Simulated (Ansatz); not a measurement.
Difluoromethane + H• → `F[CH]F`• + H₂ at 298.15 K and 1 bar (hydrogen abstraction from a C–H bond).

Gas-phase electronic energies from Ansatz, PBE0-D4/def2-TZVP geometries. CCSD(T)/CBS is the MP2 limit (def2-TZVPP, def2-QZVPP) plus CCSD(T) − MP2 in def2-TZVPP, frozen cores. This one scheme is used for every species, atoms too. No spin–orbit coupling; open shells (•) take unrestricted orbitals.

```tsv
species	CCSD(T)/CBS energy (Eh)	H − E (kJ/mol)	S (J/(mol·K))
`FCF`	-238.82660	97.1	246.5
H•	-0.50000	6.2	114.7
`F[CH]F`•	-238.15189	61.2	255.9
H₂	-1.17544	35.1	130.4
```

H − E and S are ideal-gas, rigid-rotor, harmonic terms from PBE0-D4/def2-TZVP, with the whole ground term of open shells counted as degenerate. The MP2-based limit puts H₂ 0.8 mEh under its directly extrapolated value; such offsets cancel only in part. 1 Eh = 2625.50 kJ/mol, R = 8.31446 J/(mol·K).

Question: By hand: ΔE, ΔH, ΔS and ΔG.

Answer: ΔE = (-238.15189) + (-1.17544) − (-238.82660) − (-0.50000) = -0.00073 Eh = -1.9 kJ/mol. Δ(H − E) = 61.2 + 35.1 − 97.1 − 6.2 = -7.0, so ΔH = -8.9 kJ/mol. ΔS = 255.9 + 130.4 − 246.5 − 114.7 = 25.1 J/(mol·K). ΔG = -8.9 − 298.15 × (25.1)/1000 = -16.4 kJ/mol.

Question: By hand: the equilibrium constant, and the temperature at which ΔG would vanish if ΔH and ΔS stayed fixed.

Answer: log₁₀ K = −ΔG/(RT ln 10) = 2.9. ΔH and −TΔS have one sign here, so there is no such temperature.

TΔS isn't small against ΔH here. A doubt of 5 kJ/mol in ΔE shifts log₁₀ K by 0.9 here. These are equilibria of isolated gas molecules and say nothing of rates. Largest T1 diagnostic: 0.015 (customary marks: 0.02 for closed shells, 0.045 for open ones).
